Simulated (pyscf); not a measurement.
Elementary routes open to F–BH–Cl (SMILES FBCl) + H₂ (SMILES [H][H]) in the gas phase (singlet surface):
A. H₂B–F (SMILES BF) + HCl (SMILES Cl) (B–Cl, H–H broken; B–H, Cl–H formed)
B. H₂B–Cl (SMILES BCl) + HF (SMILES F) (B–F, H–H broken; B–H, F–H formed)

Optimised with ωB97X-D3(BJ)/def2-SVP in PySCF.

Q: Rank the routes by free-energy barrier at 600 K, lowest first, for ωB97M-D3(BJ)/def2-TZVP energies (ideal gas, 1 atm, RRHO with modes under 100 cm⁻¹ raised to 100, one conformer, R ln 2 for chiral ones without a mode under 150 cm⁻¹).

A: A (54.4 kcal/mol), B (65.3 kcal/mol)

Route A is the fastest of these, ahead of the next by 11.0 kcal/mol. The most stable products are those of A (ΔG = +18.8 kcal/mol), so kinetics and thermodynamics agree. At 1200 K A is still the fastest. Only these routes are compared; each barrier is that of the saddle found, and lower ones may exist.
